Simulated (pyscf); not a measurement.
Structures and frequencies: ωB97X-D3(BJ)/def2-SVP in PySCF.

SMILES: [O]=[MoH](=[O])[OH]
```xyz
6

O      0.0120     2.1424    -0.2162
Mo     0.5795     0.5804    -0.1129
O      2.0796     0.5821     0.6095
O     -0.6028    -0.6340     0.6470
H      0.8750     0.1292    -1.7327
H     -1.5271    -0.5446     0.9092
```
Charge 0, spin multiplicity 1.

Task: What is the homolytic dissociation enthalpy (298 K, ωB97M-D3(BJ)/def2-TZVP) of the H–Mo bond of O=MoH(=O)–OH, to [O=Mo(=O)–OH]• + H•?

Result: H–Mo to [O=Mo(=O)–OH]• + H•: 71.3 kcal/mol. The 7 functionals that were run give +67.1 (M06-2X) to +72.8 kcal/mol (B3LYP-D3(BJ)). The radicals are drawn with the spin at the cut bond; how far it spreads was not checked. Other isomers of [O=Mo(=O)–OH]• were not searched in full and may lie lower. Open-shell species with a d-block atom are single-reference here; other states, and whether the spin sits on metal or ligand, were not checked. Elements past Kr carry the def2 core potentials, without spin-orbit coupling.
